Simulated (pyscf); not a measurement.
Elementary routes open to ammonia (NH₃) + H₂N–SiH₂• in the gas phase (doublet surface):
A. H₂N–SiH₂–NH₂ + H atom (H•) (H–N broken; N–Si formed)
B. silylamine (H₂N–SiH₃) + amino radical (NH₂•) (H–N broken; H–Si formed)

Structures and frequencies: ωB97X-D3(BJ)/def2-SVP in PySCF.

Rank the routes by free-energy barrier at 900 K, lowest first, for ωB97M-D3(BJ)/def2-TZVP energies (ideal gas, 1 atm, RRHO with modes under 100 cm⁻¹ raised to 100, one conformer, R ln 2 for chiral ones without a mode under 150 cm⁻¹).

B (187.2 kJ/mol), A (204.4 kJ/mol)

Route B is the fastest of these, ahead of the next by 17.1 kJ/mol. The most stable products are those of A (ΔG = +27.0 kJ/mol), whose barrier is 17.1 kJ/mol higher: the kinetic and the thermodynamic product differ. At 298 K B is still the fastest. Only these routes are compared; each barrier is that of the saddle found, and lower ones may exist.
